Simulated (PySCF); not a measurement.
Gas-phase reaction: Al₂O₂ + 6 HO₂ ⇌ 2 Al(OH)₃ + 4 O₂

Energies from PySCF, thermal terms from the rigid-rotor harmonic-oscillator model, ideal gas at 1 bar. S°(298 K) at PBE0/def2-TZVP differs from the NASA 1993 table for Al₂O₂ (-11 J/mol/K); whether the harmonic model or the table's entry is off was not settled. † marks an energy on the PBE0/def2-TZVP geometry and frequencies; other levels use their own. MP2 and CCSD(T) freeze the core. 6-31G* has spherical d functions here. Open shells (unrestricted): HO₂ (multiplicity 2), O₂ (multiplicity 3); the rest are closed-shell singlets. Al(OH)₃: computed as isolated molecules; such fragments, hydroxides, amides, oligomers or adducts are transient or little studied in the gas. MP2 isn't extrapolated to the basis-set limit; its ΔH°(298 K) is -1877.3 kJ in def2-SVP and -1868.8 kJ in def2-TZVPP. CCSD(T) isn't extrapolated to the basis-set limit; its ΔH°(298 K) is -1657.3 kJ in def2-SVP and -1665.6 kJ in def2-TZVPP. The harmonic model lacks anharmonicity and excited electronic states, which grow with temperature; levels with a mode under 35 cm⁻¹ are left out. Strong static correlation: Al₂O₂. Warning, large T1 diagnostic: Al₂O₂ (CCSD(T)/def2-SVP†, CCSD(T)/def2-TZVPP†).

```
level                ΔE electronic, kJ  ΔH°(298 K), kJ  ΔS°(298 K), J/K  ΔG°(2500 K), kJ
-------------------  -----------------  --------------  ---------------  ---------------
CCSD(T)/def2-SVP†                -1666           -1657             -214            -1250
CCSD(T)/def2-TZVPP†              -1675           -1666             -214            -1258
HF/6-31G*                        -1717           -1711             -221            -1282
MP2/def2-TZVPP†                  -1878           -1869             -214            -1462
ωB97X-V/def2-TZVP†               -1713           -1704             -214            -1297
```
ΔH° is lowest at MP2/def2-TZVPP† and highest at CCSD(T)/def2-SVP†. No reference value is set beside these.
